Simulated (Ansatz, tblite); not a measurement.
Forces on [Al(OMe)H3]- (CH6AlO⁻) at its r2SCAN-D4/def2-TZVPD geometry. The state is a singlet with charge -1.

The xTB rows come from tblite.

GFN1-xTB (tblite), largest force 1.09 eV/Å:

```xyz
9
positions Å, forces eV/Å
Al    1.073    0.845   -0.143    0.828    0.674    0.241
O    -0.206   -0.202   -0.817    0.100    0.058   -0.301
C    -1.092   -0.868    0.011   -0.358   -0.298    0.223
H    -1.635   -0.189    0.698   -0.050   -0.040    0.024
H    -0.599   -1.628    0.649   -0.053   -0.024    0.010
H    -1.857   -1.399   -0.583   -0.137   -0.099   -0.048
H     1.895    1.480   -1.405   -0.262   -0.207    0.264
H     2.057   -0.059    0.820   -0.207    0.176   -0.213
H     0.364    2.020    0.769    0.139   -0.239   -0.200
```

GFN2-xTB (tblite), largest force 0.98 eV/Å:

```
Al 0.035 0.014 -0.361
O 0.352 0.291 0.865
C -0.194 -0.159 0.081
H 0.184 -0.096 -0.183
H -0.036 0.211 -0.187
H 0.013 0.016 -0.120
H -0.191 -0.149 0.123
H -0.178 0.053 -0.115
H 0.016 -0.180 -0.105
```

PBE-D4/def2-TZVPD (Ansatz), largest force 0.29 eV/Å:

```
Al 0.169 0.131 0.078
O -0.063 -0.060 -0.272
C 0.045 0.021 -0.040
H -0.135 0.138 0.162
H 0.090 -0.167 0.147
H -0.176 -0.125 -0.118
H 0.050 0.038 -0.085
H 0.068 -0.060 0.064
H -0.048 0.085 0.065
```
